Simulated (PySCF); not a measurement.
Working out the electron affinity of F

F⁻ [Ne] (1S) → F [He] 2s2 2p5 (2P). Computed with PySCF 2.14 in x2c-TZVPPall with one added diffuse shell each of s, p, d type (6s4p3d1f, 40 functions), with scalar relativity by spin-free X2C-1e. Frozen: 1s2. Energies in hartree (1 hartree = 27.21139 eV):

```tsv
part	F⁻ (lower)	F (upper)
UHF	-99.542462	-99.499168
CCSD correlation	-0.282285	-0.211755
(T)	-0.009580	-0.003836
```

Question: What does Hartree-Fock give?

Answer: (-99.499168) − (-99.542462) = 0.043294 hartree = 1.178 eV.

Question: What do CCSD and CCSD(T) give?

Answer: The CCSD correlation energies differ by 0.070530 hartree = 1.919 eV and the triples by 0.005744 hartree = 0.156 eV, so CCSD gives 3.097 eV and CCSD(T) 3.253 eV.

A first-order spin-orbit estimate adds -0.017 eV to CCSD(T) (valence), giving 3.236 eV against 3.401 eV (measured; photodetachment measurements, as compiled on the Wikipedia data page of electron affinities).

What remains against the reference includes basis incompleteness, the frozen core and higher excitations.
